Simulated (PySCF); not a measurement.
BFH5P.
Structure used (PBE0-D3(BJ)/def2-SVP), in Å, numbered top down from 1:
```xyz
8
BFH5P angstrom
B      1.0572    0.2679   -0.0085
P     -0.7593   -0.1222   -0.0498
F     -1.8537    0.8158   -0.7520
H      1.2223   -0.7894    0.6293
H      1.5263    0.2073   -1.1260
H      1.2672    1.2517    0.6698
H     -1.3444   -0.2882    1.2287
H     -1.0661   -1.3678   -0.6486
```

The calculation used core-valence-separated Tamm–Dancoff BHandHLYP/aug-pcX-1 (pcseg-1 on H, def2-SVPD on P) in PySCF, non-relativistic, gas phase, PBE0-D3(BJ)/def2-SVP geometry. The energies are unshifted.

The lowest roots of each edge with f over 0.003 (five at most, numbered afresh; weaker and dark ones are left out), with transition dipoles (au) in the frame of the coordinates:

| root | edge | E (eV) | f | μx | μy | μz |
| --- | --- | --- | --- | --- | --- | --- |
| 1 | F | 684.58 | 0.0258 | 0.0271 | -0.0227 | 0.0171 |
| 2 | F | 687.29 | 0.0061 | 0.0044 | -0.0160 | 0.0094 |
| 3 | F | 687.35 | 0.0101 | -0.0030 | 0.0119 | 0.0213 |
| 4 | F | 688.19 | 0.0105 | -0.0235 | -0.0085 | 0.0016 |
| 5 | F | 688.91 | 0.0032 | -0.0018 | 0.0068 | 0.0118 |
| 6 | B | 187.83 | 0.0177 | -0.0476 | 0.0310 | -0.0250 |
| 7 | B | 188.93 | 0.0215 | -0.0643 | 0.0144 | -0.0174 |
| 8 | B | 189.64 | 0.0043 | 0.0297 | 0.0064 | 0.0003 |
| 9 | B | 190.16 | 0.0211 | 0.0221 | 0.0563 | -0.0294 |
| 10 | B | 190.26 | 0.0139 | -0.0069 | 0.0269 | 0.0470 |

Molecules are fixed in this frame and the field points along x. What effective strengths 3 f cos²θ do the roots have (θ between field and μ)?

root 1 (F3): 0.037, root 2 (F3): 0.001, root 3 (F3): 0.000, root 4 (F3): 0.028, root 5 (F3): 0.000, root 6 (B1): 0.031, root 7 (B1): 0.057, root 8 (B1): 0.012, root 9 (B1): 0.007, root 10 (B1): 0.001. Root 7 is the strongest. Averaged over all orientations cos²θ is 1/3, which gives f back.

